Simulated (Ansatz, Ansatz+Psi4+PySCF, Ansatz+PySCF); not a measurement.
```json
{"atom": "C", "x (Å)": "0.0000", "y (Å)": "0.0000", "z (Å)": "0.1049"}
{"atom": "H", "x (Å)": "0.0000", "y (Å)": "0.9644", "z (Å)": "-0.3284"}
{"atom": "H", "x (Å)": "0.0000", "y (Å)": "-0.9644", "z (Å)": "-0.3284"}
```

Basis set: cc-pVTZ (spherical functions). Frozen core: 1 orbital. Correlation on ROHF uses semicanonical orbitals with singles. Charge 0, multiplicity 3.

Computed with Ansatz (development build ahead of 0.2.0); each method stands on the lowest determinant of its kind that the runs found.

The atomization energy at this shape (free ground-state atoms in the same class of orbitals less the molecule, no zero-point energy) of triplet CH₂:

```csv
method,atomization energy
ROHF-CCSD(T),779.2 kJ/mol
UHF-MP2,779.6 kJ/mol
```

**Question.** What does ROHF give?

**Answer.** 645.7 kJ/mol.
